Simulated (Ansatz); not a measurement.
`CC/C=C/CC`, relaxed with RKS PBE-D4/def2-SVP in Ansatz from a rough embedded geometry. The force threshold is 0.03 eV/Å; the program also tests the step.

The species carries charge 0 and has multiplicity 1.

Start:

```xyz
18

C     0.218   -1.431   -2.386
C     0.483    0.016   -1.971
C     0.711    0.118   -0.496
C    -0.046    0.805    0.341
C     0.165    0.883    1.820
C    -1.031    0.302    2.575
H     0.078   -1.500   -3.463
H     1.055   -2.067   -2.106
H    -0.677   -1.806   -1.895
H    -0.364    0.642   -2.259
H     1.369    0.381   -2.499
H     1.562   -0.439   -0.121
H    -0.901    1.356   -0.032
H     1.071    0.339    2.094
H     0.295    1.929    2.112
H    -1.942    0.835    2.312
H    -0.882    0.384    3.650
H    -1.163   -0.748    2.323
```

**Question.** By how much does the energy fall, and how many steps does the optimiser take? (Estimate.)

**Answer.** Computed: 0.14 eV, in 5 steps, 1 of them rejected.

**Question.** Which bonds change most? (Best estimate.)

**Answer.** Computed: C3–C4 from 1.322 to 1.347 Å; C4–H13 from 1.083 to 1.108 Å; C3–H12 from 1.083 to 1.108 Å; C6–H16 from 1.088 to 1.110 Å.

**Question.** Give the relaxed structure. (An estimate is asked.)

**Answer.** Computed: 
```xyz
18

C     0.226   -1.443   -2.445
C     0.494   -0.001   -1.989
C     0.717    0.113   -0.507
C    -0.051    0.811    0.352
C     0.148    0.891    1.839
C    -1.036    0.319    2.633
H     0.097   -1.504   -3.545
H     1.064   -2.116   -2.168
H    -0.692   -1.846   -1.969
H    -0.350    0.656   -2.289
H     1.392    0.383   -2.526
H     1.582   -0.450   -0.101
H    -0.923    1.364   -0.052
H     1.084    0.362    2.118
H     0.294    1.956    2.134
H    -1.982    0.843    2.381
H    -0.879    0.420    3.726
H    -1.184   -0.757    2.406
```
